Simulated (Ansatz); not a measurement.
## What each rung costs and misses: atomization of CH2O2, singlet

Geometry (MP2(full)/6-31G*, from the G2/97 set):

```xyz
5

O    -1.0631   -0.4340    0.0000
C    -0.0221    0.4264    0.0000
O     1.1472    0.1062    0.0000
H    -0.6717   -1.3327    0.0000
H    -0.4000    1.4554    0.0000
```

Measured, as an electronic atomization energy: 2095.8 kJ/mol (G2/97 heats of formation of molecule and atoms, with zero-point and thermal terms from B3LYP taken off; Curtiss et al., J. Chem. Phys. 106, 1063 (1997), Staroverov et al., J. Chem. Phys. 119, 12129 (2003)). The measured value holds scalar relativity and spin–orbit coupling, which all computed ones lack, and core correlation, which the wave-function levels lack. Atoms are taken at the same level; beside RHF, RMP2 and RCC rows they are unrestricted. The atoms' steps beyond CCSDT(Q) are taken from restricted open-shell runs, which share full CI's core. Ansatz 0.2.0; the 6-31G* set has Cartesian d functions; a miss is computed less measured; times are wall times on shared hosts and scatter by a factor of two or so.

```json
{"level": "RHF", "basis": "cc-pVDZ", "miss (kJ/mol)": "-756.5", "time of the run": "–", "hardware": "–"}
{"level": "RMP2", "basis": "cc-pVDZ", "miss (kJ/mol)": "-110.8", "time of the run": "–", "hardware": "–"}
{"level": "RCCSD(T)", "basis": "cc-pVDZ", "miss (kJ/mol)": "-179.4", "time of the run": "0.7 s", "hardware": "1 CPU thread"}
{"level": "RCCSDT(Q)", "basis": "cc-pVDZ", "miss (kJ/mol)": "-175.4", "time of the run": "2.8 s", "hardware": "H100 + 2 CPU threads"}
{"level": "RCCSDTQ", "basis": "cc-pVDZ", "miss (kJ/mol)": "-176.0", "time of the run": "1.9 min", "hardware": "H100 + 2 CPU threads"}
{"level": "RHF", "basis": "cc-pVTZ", "miss (kJ/mol)": "-720.4", "time of the run": "–", "hardware": "–"}
{"level": "RMP2", "basis": "cc-pVTZ", "miss (kJ/mol)": "12.3", "time of the run": "–", "hardware": "–"}
{"level": "RCCSD(T)", "basis": "cc-pVTZ", "miss (kJ/mol)": "-65.4", "time of the run": "1.3 s", "hardware": "H100 + 2 CPU threads"}
{"level": "RCCSDT(Q)", "basis": "cc-pVTZ", "miss (kJ/mol)": "-64.3", "time of the run": "43 s", "hardware": "H100 + 2 CPU threads"}
{"level": "RHF", "basis": "cc-pVQZ", "miss (kJ/mol)": "-716.2", "time of the run": "–", "hardware": "–"}
{"level": "RMP2", "basis": "cc-pVQZ", "miss (kJ/mol)": "52.6", "time of the run": "–", "hardware": "–"}
{"level": "RCCSD(T)", "basis": "cc-pVQZ", "miss (kJ/mol)": "-27.9", "time of the run": "2.3 s", "hardware": "H100 + 2 CPU threads"}
```

A dash: the level came out of a higher level's run.

A composite of the best parts (restricted reference, at this geometry, which isn't the minimum of the high levels):

```tsv
part	kJ/mol
Hartree–Fock limit (T, Q; exp(−5.46 √X))	1380.87
CCSD(T) correlation limit (T, Q; X⁻³)	712.54
CCSDT − CCSD(T) (TZ)	-2.71
(Q) (TZ)	3.88
CCSDTQ − CCSDT(Q) (DZ)	-0.61
sum	2094.0
sum less measured	-1.8
```
